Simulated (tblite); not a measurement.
Compound: C5H8N (doublet state).
Bonds: C1–C2 (triple), C2–C3, C3–C4, C4–C5, C5–N6. Hydrogens: H7 on C1; H8, H9 on C3; H10, H11 on C4; H12, H13 on C5; H14 on N6.

Computed geometry: GFN2-xTB, gas phase. This method treats the open shell by occupation alone, without spin polarisation.

(1) Give the optimised bond lengths and angles.

Answers

(1) 
```tsv
bond	length (bohr)	order
C1≡C2	2.261	triple
C2–C3	2.739	single
C3–C4	2.900	single
C4–C5	2.896	single
C5–N6	2.629	single
C1–H7	1.982	single
C3–H8, C3–H9	2.068	single
C4–H10, C4–H11	2.065	single
C5–H12, C5–H13	2.090	single
N6–H14	1.924	single
```

Bonds in one row agree within 0.02 bohr and their mean is given. Orders are formal, as drawn. A selection of angles:
```tsv
angle	degrees
C2–C1–H7	178.9
C1–C2–C3	178.1
C2–C3–C4	111.0
C2–C3–H8	108.7
C4–C3–H8	109.8
H8–C3–H9	108.2
C3–C4–C5	111.1
C3–C4–H10	109.3
C5–C4–H10	109.3
H10–C4–H11	108.2
C4–C5–N6	118.4
C4–C5–H12	109.4
C4–C5–H13	110.5
N6–C5–H12	107.1
H12–C5–H13	103.2
C5–N6–H14	112.5
```

Dihedral angles: C2–C3–C4–C5 -65° (synclinal); C3–C4–C5–N6 -72° (synclinal); H14–N6–C5–C4 -1° (synperiplanar). The mirror-image conformer, all signs reversed, is as good.

Of the pairs four or more bonds apart, C2···H12 is among the closest relative to their van der Waals radii: 2.60 Å, 90 % of the sum of Bondi's values. The 4 C–C bonds span 1.197 Å (C1≡C2, drawn triple) to 1.535 Å (C3–C4, drawn single), a spread of 0.338 Å.

Point group: C1 (no symmetry element, even within 0.4 Å). Its GFN2-xTB frequencies are all real (lowest 63 cm⁻¹). Torsions: C2–C3–C4–C5 -65°, C3–C4–C5–N6 -72°, C4–C5–N6–H -1°. 3 starts were optimised and ended at 0.00, 0.46 and 1.08 kcal/mol (GFN2-xTB); the lowest of these is shown.
